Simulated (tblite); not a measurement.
C5H7O (doublet state).
Structure used (GFN2-xTB), in Å, numbered top down from 1:
```xyz
13
C5H7O angstrom
C      1.7621   -1.0033    0.0695
C      1.0826    0.0894   -0.3448
C     -0.2843    0.3505   -0.1160
C     -1.1615   -0.5863    0.6339
C     -0.8342    1.5756   -0.6358
O     -0.2148    2.4161   -1.2651
H      1.2920   -1.7936    0.6296
H      2.8084   -1.1228   -0.1498
H      1.6015    0.8573   -0.9055
H     -2.1760   -0.2008    0.6995
H     -1.1885   -1.5605    0.1441
H     -0.7807   -0.7422    1.6441
H     -1.9110    1.7211   -0.4214
```

All values are computed: GFN2-xTB (tblite) harmonic vibrations without scaling, gas phase. Errors from tens to a few hundred cm⁻¹ against measured bands are possible. One conformer, not necessarily the lowest. Open shells enter through the occupations alone, without spin polarisation, and single modes of such species can be off by tens of per cent.

Harmonic wavenumbers (cm⁻¹): 97.5, 156.8, 171.5, 209.4, 310.2, 338.9, 466.0, 565.1, 639.8, 830.4, 849.7, 870.0, 970.9, 979.2, 1002.1, 1037.9, 1241.1, 1306.7, 1327.2, 1388.2, 1395.5, 1418.4, 1458.2, 1476.2, 1529.6, 1644.5, 2759.9, 2982.0, 3000.3, 3042.6, 3060.5, 3110.6, 3142.8.

A = 5727, B = 2798, C = 1902 MHz; mass 83.050 u (most abundant isotopes); point group Cs, symmetry number 1; spin multiplicity 2.

Zero-point energy?

Half the sum of the wavenumbers: 22390 cm⁻¹ = 64.02 kcal/mol.

Give the ideal-gas entropy at 298.15 K and 1 bar in the rigid-rotor, harmonic-oscillator model (classical rotation).

Translation 39.19, rotation 26.76, vibration 15.86, spin (R ln 2) 1.38: S = 83.2 cal/(mol K).

And Cp and H(298.15 K) − H(0)?

Cp = 26.43 cal/(mol K), of which vibrations give 18.48 (their classical limit is 33 R = 65.6); H(298.15 K) − H(0) = 5.07 kcal/mol without the zero-point energy, 2.70 from vibrations.

Which modes carry the vibrational entropy at 298.15 K?

97.5 cm⁻¹: 3.50; 156.8 cm⁻¹: 2.59; 171.5 cm⁻¹: 2.42; 209.4 cm⁻¹: 2.05; 310.2 cm⁻¹: 1.36; 338.9 cm⁻¹: 1.22 cal/(mol K); the other 27 give 2.72 together.

How do the functions run with temperature in this model?

```
T (K)  S (cal/(mol K))  Cp (cal/(mol K))  H − H(0) (kcal/mol)  G − H(0) (kcal/mol)  ln q(vib)
  100             62.1              14.2                 1.03                -5.18       0.55
  200             73.9              20.4                 2.77               -12.02       1.95
  300             83.4              26.5                 5.11               -19.89       3.46
  500             99.7              38.2                11.63               -38.24       6.54
  800            120.5              49.9                25.00               -71.38      11.07
 1000            132.2              55.1                35.53               -96.67      13.93
```

q(vib) and H(0) count from the zero-point level.

Blend soft modes into free rotors: weight 1/[1 + (100 cm⁻¹/ν̃)⁴] for the oscillator and the rest for a rotor with moment μB/(μ + B), μ = h/(8π²ν), B = 10⁻⁴⁴ kg m². What vibrational entropy results?

15.51 cal/(mol K) in place of 15.86, which changes −T·S at 298.15 K by +0.10 kcal/mol.

What must be added to the electronic energy to get the Gibbs energy at 298.15 K and 1 bar?

ZPE + [H(298.15 K) − H(0)] − T·S = 64.02 + 5.07 − 24.80 = 44.29 kcal/mol.

Hindered rotation and anharmonicity are outside this model. Other conformers, if any are populated, would add a mixing term that is left out.
